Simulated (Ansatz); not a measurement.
A further run on BH2(SiH3) (SiBH₅).

```yaml
crystal:
  periodic: [false, false, false]
  atoms:
    - {symbol: B, position_ang: [0.596596, 1.039963, 0.009243]}
    - {symbol: H, position_ang: [1.787463, 1.069746, 0.007570]}
    - {symbol: H, position_ang: [0.023099, 2.081113, -0.069450]}
    - {symbol: Si, position_ang: [-0.405090, -0.702889, 0.048339]}
    - {symbol: H, position_ang: [-1.757265, -0.594832, 0.650305]}
    - {symbol: H, position_ang: [0.331091, -1.794347, 0.733235]}
    - {symbol: H, position_ang: [-0.575883, -1.098755, -1.379241]}
basis:
  gaussian: {orbitals: def2-SVP, nuclear_model: gaussian}
hamiltonian: {xc: {name: CAM-B3LYP}, dispersion: d3bj}
scf: {lower_state_search: full}
output: {forces: true}
```

```sh
$ ansatz run in.yaml --threads 4 --pin off --events-out ev --progress --plain --max-ram 3916MiB
```

Output, abridged:

```
Functional definition: CAM-B3LYP
570 factors; integrals over basis functions are off by at most 1.1e-3 eV
233 factors; integrals over basis functions are off by at most 1.7e-5 eV
mean field evaluation 1: about -8629.9971 eV, gradient 8.4e0 eV
mean field evaluation 2: about -8629.9965 eV, gradient 8.4e0 eV
mean field evaluation 4: about -8630.2961 eV, gradient 7.6e-1 eV
mean field evaluation 8: about -8630.2986 eV, gradient 3.8e-3 eV
mean field -8630.29856118 eV, -317.1576222970 hartree, gradient 2.5e-5 eV, S^2 0.000000; 0 other end points of the search recorded, 0 dependent functions left out
reference -8630.29867665 eV, -317.1576265403 hartree; 12, 12 occupied and 45, 45 virtual orbitals, 570 factors
Total energy: -8630.37428369 eV, -317.1604050477 hartree
Atom 0 at     0.596596     1.039963     0.009243 Å, force    -0.160783    -0.278179     0.031336 eV/Å
Atom 1 at     1.787463     1.069746     0.007570 Å, force     0.353382    -0.000003    -0.000314 eV/Å
Atom 2 at     0.023099     2.081113    -0.069450 Å, force    -0.177778     0.304455    -0.023370 eV/Å
Atom 3 at    -0.405090    -0.702889     0.048339 Å, force     0.051846     0.089277    -0.018649 eV/Å
Atom 4 at    -1.757265    -0.594832     0.650305 Å, force    -0.115327     0.011456     0.054478 eV/Å
Atom 5 at     0.331091    -1.794347     0.733235 Å, force     0.064610    -0.091859     0.061703 eV/Å
Atom 6 at    -0.575883    -1.098755    -1.379241 Å, force    -0.015950    -0.035147    -0.105184 eV/Å
Dipole moment:     0.044821     0.079201     0.015940 e Å
```

Hardware: 4 threads of Arm Neoverse V2 on a shared host. Wall time 0.45 s.
